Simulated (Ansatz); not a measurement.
# Relaxing Rh

These are results of Ansatz 0.2.0, DFT r2SCAN, scalar-relativistic, plane waves, PAW, not measurements. Cutoff 500 eV, Γ-centred k mesh, Gaussian smearing, no spin polarisation in the final step.

A relaxed cell is given with its space group left out.

```
Rh
1.0
     4.30250    0.00000    0.00000
    -2.15125    3.72607    0.00000
     0.00000    0.00000    2.63589
Rh
3
Direct
  0.00000 0.00000 0.00000
  0.33333 0.66667 0.50000
  0.66667 0.33333 0.50000
```

Energies count from the standard state of Rh at the same level.

(1) What space group does it have?

(2) How far above the standard state of Rh does it lie?

(3) Is it a metal?

## Answers

(1) P6/mmm (No. 191). Conventional cell: a = 4.302 Å, c = 2.636 Å. Rh on Wyckoff site a (1 atom of the primitive cell) is coordinated by 2 Rh at 2.64 Å and 12 Rh at 2.81 Å; Rh on Wyckoff site d (2 atoms of the primitive cell) is coordinated by 3 Rh at 2.48 Å, 2 Rh at 2.64 Å and 6 Rh at 2.81 Å.

(2) 0.24 eV/atom.

(3) Yes, bands cross the Fermi level on the 12×12×18 mesh.

The final run used a 12×12×18 mesh on its 3-atom cell and 0.10 eV smearing. The k mesh leaves about 4 meV/atom of noise in metals. The cell came from a trial start, so Rh may not exist in this structure.